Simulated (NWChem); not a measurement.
Everything below was run with NWChem. System: CH₂, charge 0, spin multiplicity 3, at a geometry optimised with UPBE0/def2-SVP. The structure started from a generated list of species. Its SCF solution wasn't tested for a lower state. Level: UHF/cc-pVQZ.

NWChem printed:

```
             Northwest Computational Chemistry Package (NWChem) 7.3.0
             --------------------------------------------------------

                                NWChem Input Module
                                -------------------

 Scaling coordinates for geometry "geometry" by  1.889725989
 (inverse scale =  0.529177249)

 Turning off AUTOSYM since
 SYMMETRY directive was detected!

                             Geometry "geometry" -> ""
                             -------------------------

 Output coordinates in angstroms (scale by  1.889725989 to convert to a.u.)

  No.       Tag          Charge          X              Y              Z
 ---- ---------------- ---------- -------------- -------------- --------------
    1 C                    6.0000     0.00000000     0.00000000    -0.10588400
    2 H                    1.0000     1.00407400     0.00000000     0.31765100
    3 H                    1.0000    -1.00407400     0.00000000     0.31765100

 Effective nuclear repulsion energy (a.u.)       6.0906771635

            Nuclear Dipole moment (a.u.)
            ----------------------------
        X                 Y               Z
 ---------------- ---------------- ----------------
     0.0000000000     0.0000000000    -0.0000037795

      Symmetry information
      --------------------

 Group name             C2v
 Group number             16
 Group order               4
 No. of unique centers     2

      Symmetry unique atoms

     1    2


 Summary of "ao basis" -> "" (spherical)
 ------------------------------------------------------------------------------
       Tag                 Description            Shells   Functions and Types
 ---------------- ------------------------------  ------  ---------------------
 *                          cc-pvqz                   on all atoms

 Summary of "ao basis" -> "ao basis" (spherical)
 ------------------------------------------------------------------------------
       Tag                 Description            Shells   Functions and Types
 ---------------- ------------------------------  ------  ---------------------
 C                          cc-pvqz                 15       55   5s4p3d2f1g
 H                          cc-pvqz                 10       30   4s3p2d1f

                                 NWChem SCF Module
                                 -----------------

  ao basis        = "ao basis"
  functions       =   115
  atoms           =     3
  alpha electrons =     5
  beta  electrons =     3
  charge          =   0.00
  wavefunction    = UHF
  use symmetry    = T
  symmetry adapt  = T

 Summary of "ao basis" -> "ao basis" (spherical)
 ------------------------------------------------------------------------------
       Tag                 Description            Shells   Functions and Types
 ---------------- ------------------------------  ------  ---------------------
 C                          cc-pvqz                 15       55   5s4p3d2f1g
 H                          cc-pvqz                 10       30   4s3p2d1f

      Symmetry analysis of basis
      --------------------------

        a1         42
        a2         17
        b1         33
        b2         23

 Forming initial guess at       0.1s

   Symmetry analysis of molecular orbitals - initial alpha
   -------------------------------------------------------

  Numbering of irreducible representations:

     1 a1          2 a2          3 b1          4 b2

  Orbital symmetries:

     1 a1          2 a1          3 b1          4 a1          5 b2
     6 a1          7 b1          8 a1          9 b2         10 b1
    11 a1         12 a1         13 b1         14 a2         15 a1

   Symmetry analysis of molecular orbitals - initial beta
   ------------------------------------------------------

  Numbering of irreducible representations:

     1 a1          2 a2          3 b1          4 b2

  Orbital symmetries:

     1 a1          2 a1          3 b1          4 a1          5 b2
     6 a1          7 b1          8 a1          9 b1         10 b2
    11 a1         12 a1         13 b1         14 a2         15 a1

 Starting SCF solution at       0.1s

 ----------------------------------------------
[...]
 Vector    6  Occ=0.000000D+00  E= 1.292659D-01  Symmetry=a1
              MO Center=  5.7D-16,  3.3D-30,  3.4D-01, r^2= 6.5D+00
   Bfn.  Coefficient  Atom+Function         Bfn.  Coefficient  Atom+Function
  ----- ------------  ---------------      ----- ------------  ---------------
     5      3.499403  1 C  s                 59     -2.036010  2 H  s
    89     -2.036010  3 H  s                 17      0.757547  1 C  pz
     4      0.728540  1 C  s                 58     -0.648557  2 H  s
    88     -0.648557  3 H  s                 66      0.381221  2 H  px
    96     -0.381221  3 H  px                14      0.339062  1 C  pz

 Vector    7  Occ=0.000000D+00  E= 1.782713D-01  Symmetry=b1
              MO Center=  6.1D-16,  5.2D-31,  8.8D-01, r^2= 6.5D+00
   Bfn.  Coefficient  Atom+Function         Bfn.  Coefficient  Atom+Function
  ----- ------------  ---------------      ----- ------------  ---------------
    59      3.073546  2 H  s                 89     -3.073546  3 H  s
    15     -2.221809  1 C  px                12     -0.535429  1 C  px
    58      0.297301  2 H  s                 66     -0.298590  2 H  px
    88     -0.297301  3 H  s                 96     -0.298590  3 H  px
    31      0.247718  1 C  d  1

 Vector    8  Occ=0.000000D+00  E= 3.043317D-01  Symmetry=a1
              MO Center= -6.2D-14,  1.1D-17,  5.0D-01, r^2= 4.0D+00
   Bfn.  Coefficient  Atom+Function         Bfn.  Coefficient  Atom+Function
  ----- ------------  ---------------      ----- ------------  ---------------
     5      2.862618  1 C  s                 58     -2.245691  2 H  s
    88     -2.245691  3 H  s                  4      1.720308  1 C  s
    17      1.683192  1 C  pz                32      0.539504  1 C  d  2
    66      0.528110  2 H  px                96     -0.528110  3 H  px
    59     -0.496902  2 H  s                 89     -0.496902  3 H  s

                     UHF Final Beta Molecular Orbital Analysis
                     -----------------------------------------

 Vector    2  Occ=1.000000D+00  E=-7.728357D-01  Symmetry=a1
              MO Center=  8.7D-15, -3.5D-17,  1.7D-01, r^2= 1.0D+00
   Bfn.  Coefficient  Atom+Function         Bfn.  Coefficient  Atom+Function
  ----- ------------  ---------------      ----- ------------  ---------------
     4      0.351076  1 C  s                  2      0.256284  1 C  s
     3      0.197333  1 C  s                 58      0.155896  2 H  s
    88      0.155896  3 H  s

 Vector    3  Occ=1.000000D+00  E=-5.843096D-01  Symmetry=b1
              MO Center= -2.9D-15,  1.2D-15,  1.3D-01, r^2= 1.3D+00
   Bfn.  Coefficient  Atom+Function         Bfn.  Coefficient  Atom+Function
  ----- ------------  ---------------      ----- ------------  ---------------
    12      0.221188  1 C  px                58      0.221941  2 H  s
    88     -0.221941  3 H  s                  9      0.210245  1 C  px
    57      0.154691  2 H  s                 87     -0.154691  3 H  s

 Vector    4  Occ=0.000000D+00  E= 1.028391D-01  Symmetry=a1
              MO Center=  4.0D-14, -1.8D-15, -3.6D-01, r^2= 2.5D+00
   Bfn.  Coefficient  Atom+Function         Bfn.  Coefficient  Atom+Function
  ----- ------------  ---------------      ----- ------------  ---------------
     5      0.682316  1 C  s                 17     -0.675579  1 C  pz
    59     -0.188766  2 H  s                 89     -0.188766  3 H  s
    11     -0.186876  1 C  pz                58     -0.150575  2 H  s
    88     -0.150575  3 H  s

 Vector    5  Occ=0.000000D+00  E= 1.215816D-01  Symmetry=b2
              MO Center= -1.3D-15, -5.8D-16, -5.5D-02, r^2= 2.7D+00
   Bfn.  Coefficient  Atom+Function         Bfn.  Coefficient  Atom+Function
  ----- ------------  ---------------      ----- ------------  ---------------
    16      0.827132  1 C  py                10      0.198963  1 C  py

 Vector    6  Occ=0.000000D+00  E= 1.424145D-01  Symmetry=a1
              MO Center= -1.8D-16,  2.8D-15,  3.2D-01, r^2= 6.7D+00
   Bfn.  Coefficient  Atom+Function         Bfn.  Coefficient  Atom+Function
  ----- ------------  ---------------      ----- ------------  ---------------
     5      3.844348  1 C  s                 59     -2.155073  2 H  s
    89     -2.155073  3 H  s                 17      0.840124  1 C  pz
     4      0.766936  1 C  s                 58     -0.734145  2 H  s
    88     -0.734145  3 H  s                 66      0.429563  2 H  px
    96     -0.429563  3 H  px                14      0.374470  1 C  pz

 center of mass
 --------------
 x =   0.00000000 y =   0.00000000 z =  -0.08498785

 moments of inertia (a.u.)
 ------------------
           1.105501681103           0.000000000000           0.000000000000
           0.000000000000           8.362286362886           0.000000000000
           0.000000000000           0.000000000000           7.256784681783

  Mulliken analysis of the total density
  --------------------------------------

    Atom       Charge   Shell Charges
 -----------   ------   -------------------------------------------------------
    1 C    6     6.21   1.99 -0.02  0.32  0.79  0.27  0.25  0.86  1.26  0.46  0.00  0.01  0.01  0.00  0.00  0.00
    2 H    1     0.90   0.07  0.30  0.43  0.06  0.00  0.02  0.02  0.00  0.00  0.00
    3 H    1     0.90   0.07  0.30  0.43  0.06  0.00  0.02  0.02  0.00  0.00  0.00

  Mulliken analysis of the alpha density
  --------------------------------------

    Atom       Charge   Shell Charges
 -----------   ------   -------------------------------------------------------
    1 C    6     4.18   0.99 -0.01  0.18  0.49  0.16  0.20  0.70  1.04  0.41  0.00  0.00  0.00  0.00  0.00  0.00
    2 H    1     0.41   0.03  0.14  0.19  0.02  0.00  0.01  0.02  0.00  0.00  0.00
    3 H    1     0.41   0.03  0.14  0.19  0.02  0.00  0.01  0.02  0.00  0.00  0.00

   Mulliken analysis of the beta density
   -------------------------------------

    Atom       Charge   Shell Charges
 -----------   ------   -------------------------------------------------------
    1 C    6     2.03   0.99 -0.01  0.13  0.30  0.10  0.05  0.17  0.22  0.05  0.00  0.01  0.01  0.00  0.00  0.00
    2 H    1     0.49   0.03  0.16  0.24  0.04  0.00  0.01  0.01  0.00  0.00  0.00
    3 H    1     0.49   0.03  0.16  0.24  0.04  0.00  0.01  0.01  0.00  0.00  0.00

   Mulliken analysis of the spin density
   -------------------------------------

    Atom       Charge   Shell Charges
 -----------   ------   -------------------------------------------------------
    1 C    6     2.15  -0.00 -0.00  0.05  0.18  0.06  0.16  0.53  0.82  0.36 -0.00 -0.01 -0.00 -0.00 -0.00 -0.00
    2 H    1    -0.08  -0.00 -0.02 -0.05 -0.02  0.00  0.01  0.01  0.00  0.00  0.00
    3 H    1    -0.08  -0.00 -0.02 -0.05 -0.02  0.00  0.01  0.01  0.00  0.00  0.00

       Multipole analysis of the density wrt the origin
       ------------------------------------------------

     L   x y z        total         alpha         beta         nuclear
     -   - - -        -----         -----         ----         -------
     0   0 0 0     -0.000000     -5.000000     -3.000000      8.000000

     1   1 0 0     -0.000000     -0.000000     -0.000000      0.000000
     1   0 1 0      0.000000      0.000000     -0.000000      0.000000
     1   0 0 1      0.226009      0.597551     -0.371538     -0.000004

     2   2 0 0     -4.347724     -6.291148     -5.257017      7.200441
     2   1 1 0      0.000000      0.000000     -0.000000      0.000000
     2   1 0 1     -0.000000      0.000000     -0.000000      0.000000
     2   0 2 0     -6.083117     -4.667379     -1.415738      0.000000
     2   0 1 1     -0.000000      0.000000     -0.000000      0.000000
     2   0 0 2     -5.713016     -4.976242     -1.697650      0.960876

 Task  times  cpu:        1.9s     wall:        1.9s

 Total times  cpu:        1.9s     wall:        1.9s
```

Q: Write an NWChem input that would produce this output.

A: Several could match; the one computed here: 
```
start mol
memory heap 200 mb stack 900 mb global 1100 mb
geometry units angstroms nocenter noautoz
  C      0.000000     0.000000    -0.105884
  H      1.004074     0.000000     0.317651
  H     -1.004074     0.000000     0.317651
  symmetry group C2v
end
basis spherical
  * library cc-pvqz
end
scf
  uhf
  nopen 2
  maxiter 100
  thresh 1e-7
  semidirect memsize 60000000 filesize 0
  # guess.movecs holds the orbitals of an unrestricted PBE0 run
  vectors input guess.movecs output mol.movecs
end
task scf energy
```
